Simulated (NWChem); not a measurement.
System meant: BF₃; SMILES FB(F)F

Input file for NWChem:

```
start job
memory heap 200 mb stack 900 mb global 1100 mb
geometry units angstroms noautoz
  B      0.000000     0.000000    -0.002313
  F     -0.349219    -1.276309     0.000351
  F     -0.930706     0.940587     0.000351
  F      1.279925     0.335722     0.000351
end
basis spherical
  B library def2-svp
  F library def2-svp
end
dft
  odft
  mult 2
  xc pbe0
  iterations 150
  mulliken
end
task dft energy
```

End of the output:

```
 ==============================================================================
                                 internuclear angles
 ------------------------------------------------------------------------------
        center 1       |       center 2       |       center 3       |  degrees
 ------------------------------------------------------------------------------
    2 F                |   1 B                |   3 F                |   120.00
    2 F                |   1 B                |   4 F                |   120.00
    3 F                |   1 B                |   4 F                |   120.00
 ------------------------------------------------------------------------------
                            number of included internuclear angles:          3
 ==============================================================================

 Summary of "ao basis" -> "" (spherical)
 ------------------------------------------------------------------------------
       Tag                 Description            Shells   Functions and Types
 ---------------- ------------------------------  ------  ---------------------
 B                          def2-svp                 6       14   3s2p1d
 F                          def2-svp                 6       14   3s2p1d

                                 NWChem DFT Module
                                 -----------------

 Summary of "ao basis" -> "ao basis" (spherical)
 ------------------------------------------------------------------------------
       Tag                 Description            Shells   Functions and Types
 ---------------- ------------------------------  ------  ---------------------
 B                          def2-svp                 6       14   3s2p1d
 F                          def2-svp                 6       14   3s2p1d

      Symmetry analysis of basis
      --------------------------

        a'         14
        e'+        13
        e'-        13
        a"          6
        e"+         5
        e"-         5

  Rotation of axis
  number of electrons :                   32
  multiplicity        :                    2
 ------------------------------------------------------------------------
  no. of electrons and multiplicity not compatible                  32
 ------------------------------------------------------------------------
 ------------------------------------------------------------------------
  current input line :
    20: task dft energy
 ------------------------------------------------------------------------
 ------------------------------------------------------------------------
 There is an error in the input file
 ------------------------------------------------------------------------
 For more information see the NWChem manual at https://nwchemgit.github.io

0: no. of electrons and multiplicity not compatible:Received an Error in Communication
```

**Question.** Can this run be used? If not, why, and what is the fix?

**Answer.** The input was rejected before any calculation. Cause: the multiplicity doesn't fit the number of electrons (an even count wants an odd multiplicity, and the reverse). This input runs:
```
start job
memory heap 200 mb stack 900 mb global 1100 mb
geometry units angstroms noautoz
  B      0.000000     0.000000    -0.002313
  F     -0.349219    -1.276309     0.000351
  F     -0.930706     0.940587     0.000351
  F      1.279925     0.335722     0.000351
end
basis spherical
  * library def2-svp
end
dft
  xc pbe0
  iterations 150
  mulliken
end
task dft energy
```
It converges to -323.99317 Ha (PBE0/def2-SVP).
